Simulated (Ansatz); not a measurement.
# CHClSi+ (quartet): from Hartree-Fock to the top rungs, cc-pVDZ

The task here is to estimate one member of a computed series from the others.

Program: Ansatz 0.2.0, Gaussian basis. Level of theory: cc-pVDZ, core rule «outside noble gas», up to 11 orbitals frozen. These are calculated values, not measurements.

The runs, in order: UHF; CCSD(T) on ROHF; CCSD(T) on UHF; BCCD(T) on ROHF; CISD; CCSDT(Q) on ROHF; CCSDT(Q) on UHF.

6 further runs of the same task are left out: 6 set aside as unsound or not needed.

### The system

The geometry is a PBE0/def2-TZVP stationary point (not a proven minimum) of the parent state, kept for this charge and spin.

4 atoms, charge 1, spin multiplicity 4.

Atoms are counted from 1 here; the program's logs count them from 0.

Bond lengths: C1–Si2 1.812 Å, Si2–Cl3 2.036 Å, Si2–H4 1.488 Å. Angles: C1–Si2–Cl3 127.6°, C1–Si2–H4 126.8°, Cl3–Si2–H4 105.6°.

Set-up of the first run:

Contents of in.yaml:

```yaml
crystal:
  periodic: [false, false, false]
  atoms:
    - {symbol: C, position_ang: [0.000000, -0.661351, 2.137401]}
    - {symbol: Si, position_ang: [0.000000, 0.410202, 0.676792]}
    - {symbol: Cl, position_ang: [0.000000, -0.154873, -1.279129]}
    - {symbol: H, position_ang: [0.000000, 1.898181, 0.663966]}
basis:
  gaussian: {orbitals: cc-pVDZ}
total_charge: 1
magnetization: {spin_polarized: true, initial_magnetization: 3}
hamiltonian: {xc: hf}
output: {orbitals: {seedname: orbitals}}
```

Launch:

```bash
$ ansatz run in.yaml --threads 1 --pin off --events-out ev --progress --plain --max-ram 4096MiB --backend cpu
```

Steps of the session up to this table: UHF; CCSD(T) on ROHF; CCSD(T) on UHF; BCCD(T) on ROHF; CISD; CCSDT(Q) on ROHF; CCSDT(Q) on UHF.

One table of the session follows, with a row left open; its other results are not shown here.

It belongs to the step «Misses and costs». 

```
   method  from UCCSDT(Q) (meV)
     ROHF               +8452.0
      UHF               +8410.5
     RMP2               +1353.3
     UMP2               +1353.6
     CISD                     ?
    RCCSD                +307.0
    UCCSD                +305.8
 RCCSD(T)                 +63.5
 UCCSD(T)                 +62.7
  BCCD(T)                 +60.7
   RCCSDT                 +20.7
   UCCSDT                 +19.9
RCCSDT(Q)                  +3.6
UCCSDT(Q)                     0
```

Q: Estimate the row for CISD from the others.

As computed: from UCCSDT(Q) (meV): +1072.0. In the column «from UCCSDT(Q) (meV)» it lies between RCCSD (+307.0) and RMP2 (+1353.3).

To keep in mind: Restricted and unrestricted rows rest on different reference determinants; where their highest levels disagree by more than a few hundredths of an eV, they describe different states and don't form one ladder.
